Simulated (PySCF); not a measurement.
AlCl + HF → AlF + HCl

Level: PBE in the def2-TZVP basis family, all electrons, no relativity, computed in PySCF with density fitting; open shells unrestricted.

```json
{"species": "AlCl", "state and structure": "singlet, C∞v, Al–Cl 2.164 Å", "E (Eh)": "-702.37912", "ZPE (kJ/mol)": "2.7", "H(298 K) − H(0) (kJ/mol)": "9.4", "S° (J/(mol K))": "228.2"}
{"species": "HF", "state and structure": "singlet, C∞v, H–F 0.932 Å", "E (Eh)": "-100.39132", "ZPE (kJ/mol)": "23.8", "H(298 K) − H(0) (kJ/mol)": "8.7", "S° (J/(mol K))": "173.9"}
{"species": "AlF", "state and structure": "singlet, C∞v, Al–F 1.685 Å", "E (Eh)": "-342.15575", "ZPE (kJ/mol)": "4.5", "H(298 K) − H(0) (kJ/mol)": "8.9", "S° (J/(mol K))": "215.6"}
{"species": "HCl", "state and structure": "singlet, C∞v, H–Cl 1.289 Å", "E (Eh)": "-460.62635", "ZPE (kJ/mol)": "17.3", "H(298 K) − H(0) (kJ/mol)": "8.7", "S° (J/(mol K))": "186.8"}
```

Task: What is the electronic reaction energy?

Result: At PBE/def2-TZVP, ΔE = -30.6 kJ/mol from the differences of the total energies times 2625.5, downhill. Ligand exchange with HF takes part in thermal etching.

Task: Add zero-point, thermal and entropy terms for 298.15 K and 1 bar.

Result: ΔZPE = -4.7 and Δ[H(298) − H(0)] = -0.5 kJ/mol give ΔH° = -35.8 kJ/mol. ΔS° = 0.3 J/(mol K), so ΔG° = -35.8 − 298.15 × (0.0003) = -36 kJ/mol and log₁₀K = 6.3.

Only the bonding shown was studied: isomers, or loss of a ligand pair, can lie lower.
